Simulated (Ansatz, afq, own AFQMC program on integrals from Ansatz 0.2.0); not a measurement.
**MgPH₂, quartet → MgPH$_{2}$, sextet**

```xyz
4

P     0.0000    0.0778    1.1641
Mg    0.0000    0.0174   -1.5257
H     0.0000   -1.2430    1.6870
H     0.0000   -1.5672   -0.6685
```

Connectivity, by distances: PH–MgH.

E(sextet, charge +0) − E(quartet, charge +0) at this geometry, on UHF and UHF determinants.

Basis cc-pVDZ. Only valence electrons are correlated. AFQMC by an in-house program on the Cholesky factors that Ansatz 0.2.0 writes for its CCSD(T) run. ph-AFQMC/CISD is guided by a CISD state made of CCSD amplitudes; releasing the constraint for a short imaginary time cuts its bias at the price of noise, slowly where states lie close. Free AFQMC starts from the CCSD state and is never constrained. Its projection time is finite, and what remains of the start isn't in its error. ± is one standard error of the sampling. The errors of all members are added in quadrature.

No full CI on the walks' own integrals is used here; CCSDT(Q) serves as the reference and is uncertain by about the last step of the cluster series. Each member takes its own surest rung, up to full CI.

Errors are counted within cc-pVDZ, not against nature.

Cautions: MgPH₂ (quartet): lower spins were not checked, its ph-AFQMC/CISD value lies 25 ± 8 meV above CCSDT(Q); MgPH₂ (sextet): another spin lies lower, the released energies move by 1.5 errors or more from one time to the next, so no released level is given (meV from the phaseless value at times in 1/Eh: -3 ± 5 at 0.24, -10 ± 5 at 0.51, -10 ± 5 at 0.99, -6 ± 4 at 1.62, -21 ± 5 at 2.40), though the last usable value meets CCSDT(Q) within the noise; the upper state may be diffuse, so the gap hangs on the basis; core correlation is missing, and it shifts such a gap most where an s electron is promoted.

```json
{"level": "CCSD", "vertical spin gap (kcal/mol)": "117.8"}
{"level": "HF", "vertical spin gap (kcal/mol)": "97.3"}
```

Q: From these cheaper values, estimate the vertical spin gap at the reference level in cc-pVDZ.

A: 118.9 kcal/mol (CCSDT(Q) in cc-pVDZ).

| level | vertical spin gap (kcal/mol) | error against CCSDT(Q) (kcal/mol) |
| --- | --- | --- |
| MP2 | 113.8 | -5.1 |
| CCSD(T) | 118.7 | -0.3 |
| CCSDT | 118.9 | 0.0 |
| ph-AFQMC/CISD | 118.7 ± 0.2 | -0.2 ± 0.2 |
| free AFQMC | 118.6 ± 0.3 | -0.3 ± 0.3 |

Correlation beyond CCSD(T) adds 0.3 kcal/mol. The perturbative (T) step is worth +0.8 kcal/mol.

Free projections are given only where their last times agree within the noise and don't stop above the reference; a slow remainder of the start can still hide under it. A walk keeps the symmetry of its determinant, which the program's search chose and which needn't be the lowest solution, so a lower state of the same spin and another symmetry isn't excluded.
